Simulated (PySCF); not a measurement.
Stepwise substitution at one centre (Si C2H5-H). All species are isolated molecules in the gas phase. One relaxed conformer stands for each flexible species; it need not be the lowest. Strings in code marks are SMILES.

Computed with B3LYP-D3(BJ)/def2-TZVP // B3LYP-D3(BJ)/def2-SVP (PySCF 2.14.0). B3LYP has the VWN-RPA correlation part, as in Gaussian. Excitations are Tamm–Dancoff values on a coarser integration grid. The basis has no diffuse functions, so Rydberg states are missing or too high.

```json
[
 {"species": "0 of 4 C2H5 replaced by H (`CC[Si](CC)(CC)CC`)", "LUMO (eV)": "0.61", "S1 excitation (TDA) (eV)": "7.22", "S1 oscillator strength": "0.009"},
 {"species": "1 of 4 C2H5 replaced by H (`CC[SiH](CC)CC`)", "LUMO (eV)": "0.83", "S1 excitation (TDA) (eV)": "___", "S1 oscillator strength": "___"},
 {"species": "3 of 4 C2H5 replaced by H (`[SiH3]CC`)", "LUMO (eV)": "0.42", "S1 excitation (TDA) (eV)": "7.80", "S1 oscillator strength": "0.051"},
 {"species": "4 of 4 C2H5 replaced by H", "LUMO (eV)": "0.83", "S1 excitation (TDA) (eV)": "–", "S1 oscillator strength": "–"}
]
```

Fill in the missing entries.


- 1 of 4 C2H5 replaced by H (`CC[SiH](CC)CC`), S1 excitation (TDA) (eV): 7.52
- 1 of 4 C2H5 replaced by H (`CC[SiH](CC)CC`), S1 oscillator strength: 0.015
